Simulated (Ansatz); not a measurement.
Species: CH4, SMILES `C` (charge 0, multiplicity 1).

Give a relaxed geometry from r2SCAN-D4/def2-TZVP in Ansatz (a quantum-chemistry and plane-wave program).

the end point of this relaxation (outside a Z-matrix the atoms follow the SMILES, hydrogens last).
Cartesian coordinates (Å) in one orientation:
```xyz
5

C      0.000     0.000     0.000
H      0.845    -0.684     0.065
H      0.314     0.919    -0.493
H     -0.359     0.230     1.002
H     -0.800    -0.465    -0.574
```
